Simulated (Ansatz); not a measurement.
bcc W was calculated with PBEsol in Ansatz (plane waves, PAW).

Run with plane-wave cutoff 500 eV, 22×22×1 k mesh (along the axes of the cell as run), Fermi–Dirac smearing 0.1 eV, scalar-relativistic PAW data made under PBE.

What does this level give for the surface energy of the (110) face and work function of the (110) face?


- surface energy of the (110) face: 3.56 J/m²
- work function of the (110) face: 4.90 eV

The slab of 6 atoms is relaxed and unreconstructed.

Spin–orbit coupling is not included.

Computed values are for the static lattice.

Ansatz is a quantum-chemistry and plane-wave program.
